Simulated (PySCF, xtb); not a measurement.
SiH₄, SMILES [SiH4].

Harmonic wavenumbers (cm⁻¹) from GFN2-xTB (xtb 6.7.1) at its own minimum, in rising order: 792, 792, 792, 804, 804, 2293, 2293, 2293, 2294.

Task: What does PBE-D3(BJ)/def2-TZVPD in PySCF give at its own minimum? (The exact figures need the calculation; the answer reports its results.)

Result: 870, 870, 870, 939, 939, 2171, 2185, 2185, 2185. Paired by order, the mean absolute difference is 106 cm⁻¹ and the zero-point energies are 18.8 and 18.9 kcal/mol.
